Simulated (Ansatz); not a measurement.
## Worked example: correlation energy of HGe–CH3, quintet

Geometry: that of the HGe–CH3, triplet, kept fixed. The triplet lies 7.6 eV lower here.

```
atom    x (Å)    y (Å)    z (Å)
  Ge   0.0000  -0.0339   0.3367
   C   0.0000   0.0760  -1.6330
   H   0.0000   1.2646   1.1794
   H   0.0000  -0.9316  -2.0470
   H   0.8946   0.6023  -1.9682
   H  -0.8946   0.6023  -1.9682
```

Basis cc-pVDZ; Ansatz 0.2.0. Only valence electrons are correlated (noble-gas cores and the filled d shells of p-block atoms frozen), which leaves 12 electrons in 46 orbitals. R marks a restricted (for open shells ROHF) determinant, U an unrestricted one. No spin–orbit coupling is included, and no scalar relativity.

Full CI isn't at hand for all of this; UCCSDT(Q) serves as the reference, and is uncertain by about the last step of the cluster series.

Runs differ by some tens of microhartree through their thresholds and, for an open shell, their frozen cores, so steps under 0.03 kcal/mol mean nothing.

```tsv
level	total energy (hartree)
UHF	-2115.202309
UMP2	-2115.399315
UCCSD	-2115.435642
UCCSD(T)	-2115.442204
UCCSDT	-2115.443342
UCCSDT(Q)	-2115.443713
```

Q: What is the correlation energy at UCCSDT(Q), and what share of it do UMP2 and UCCSD(T) recover?

A: E(corr) = -2115.443713 − (-2115.202309) = -0.241404 hartree = -6.569 eV. UMP2: -0.197006 / -0.241404 = 81.61 %. UCCSD(T): -0.239895 / -0.241404 = 99.37 %.

Q: By how many kcal/mol does UCCSD(T) miss UCCSDT(Q) (1 hartree = 627.509 kcal/mol), and which steps make up the rest?

A: -2115.442204 − (-2115.443713) = 0.001509 hartree = 0.95 kcal/mol. Steps: UCCSDT − UCCSD(T) = -0.71, UCCSDT(Q) − UCCSDT = -0.23 kcal/mol. Differences between like states or geometries often cancel part of this.
